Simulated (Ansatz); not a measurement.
A made-up structure of CH$_{4}$FSi (charge -1), closed shell:

```xyz
7
angstrom
C -0.6185 0.3679 -0.2923
Si 0.9975 -0.7198 -0.2979
F 0.6026 -1.7470 0.9966
H -1.4573 -0.1603 -0.7600
H -0.4352 1.2762 -0.8826
H 1.4730 -1.4116 -1.4433
H 1.8352 0.3096 0.5190
```

It is relaxed with PBE-D4/def2-SVPD and then PBE0-D4/def2-TZVPD (Ansatz 0.2.0). Atoms count as bonded within 1.22 times the sum of their covalent radii (H–H: 0.88 Å). The end point is not checked to be a true minimum.

Q: Does its bonding change? (Judge from chemistry; the calculation decides.)

A: By the calculation: No: no bond forms or breaks.

Where it ends: The first stage lowers the energy by 1.31 eV in 9 steps. It ends as CH₄FSi ([CH2][SiH2][F]), total charge -1:
C1  (-0.520, 0.347, -0.670)
Si2  (0.854, -0.612, -0.182)
F3  (0.824, -1.632, 1.139)
H4  (-1.338, -0.080, -1.247)
H5  (-0.764, 1.288, -0.177)
H6  (1.286, -1.612, -1.226)
H7  (2.055, 0.217, 0.203)
(Å)

Labels in which every atom is bracketed show which atoms are joined, not bond orders.

For scale, one of the runs: PBE0-D4/def2-TZVPD relaxation, 156 basis functions, launched by `ansatz run in.yaml --threads 2 --pin off --events-out ev --progress --plain --max-ram 4352MiB`. Hardware: 2 CPU threads of an Arm Neoverse V1, shared host. Wall time about 23 s.
